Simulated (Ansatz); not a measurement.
C₅H₇N, SMILES `Cc1cc[nH]c1`. Charge 0, multiplicity 1.

Z-matrix (Å, degrees):
```
C
C 1 1.490
H 1 1.094 2 111.5
H 1 1.092 2 111.1 3 -120.1
H 1 1.094 2 111.6 3 119.8
C 2 1.421 1 127.0 3 -59.9
C 2 1.373 1 126.6 3 120.1
C 6 1.371 2 107.8 1 -180.0
H 6 1.080 2 126.5 1 -0.0
N 7 1.366 2 108.3 1 180.0
H 7 1.079 2 130.3 1 0.0
H 8 1.078 6 130.9 2 180.0
H 10 1.003 7 125.1 2 -180.0
```

(1) What are the harmonic wavenumbers in cm⁻¹ at PBE0-D4/def2-TZVP (Ansatz, finite differences of forces, unscaled)? (Estimate.)

(2) Is this a minimum?

(3) Give the ideal-gas thermochemistry at 298.15 K and 1 bar (rigid rotor, harmonic oscillator; point group Cs, symmetry number 1).

(4) And at 400, 500, 600, 800 and 1000 K?

(5) Rotational constants (cm⁻¹)?

Answers

(1) Computed: 111, 260, 324, 455, 638, 646, 651, 695, 772, 837, 910, 977, 1001, 1059, 1089, 1098, 1169, 1283, 1314, 1412, 1427, 1476, 1487, 1495, 1538, 1635, 3041, 3096, 3125, 3252, 3269, 3280, 3708.

(2) Yes, all 33 modes are real.

(3) Zero-point energy 290.3 kJ/mol; H(298) − E = 307.5 kJ/mol; entropy 312.0 J/(mol·K), of which translation 163.7, rotation 108.3, vibration 40.0; G(298) − E = 214.5 kJ/mol.

(4) 
```json
{"T (K)": "400", "H − E (kJ/mol)": "318.8", "S (J/mol/K)": "344.2", "G − E (kJ/mol)": "181.1"}
{"T (K)": "500", "H − E (kJ/mol)": "332.6", "S (J/mol/K)": "374.9", "G − E (kJ/mol)": "145.1"}
{"T (K)": "600", "H − E (kJ/mol)": "348.7", "S (J/mol/K)": "404.3", "G − E (kJ/mol)": "106.1"}
{"T (K)": "800", "H − E (kJ/mol)": "386.3", "S (J/mol/K)": "458.1", "G − E (kJ/mol)": "19.8"}
{"T (K)": "1000", "H − E (kJ/mol)": "429.2", "S (J/mol/K)": "505.9", "G − E (kJ/mol)": "-76.7"}
```

(5) 0.2916, 0.1126, 0.08248.
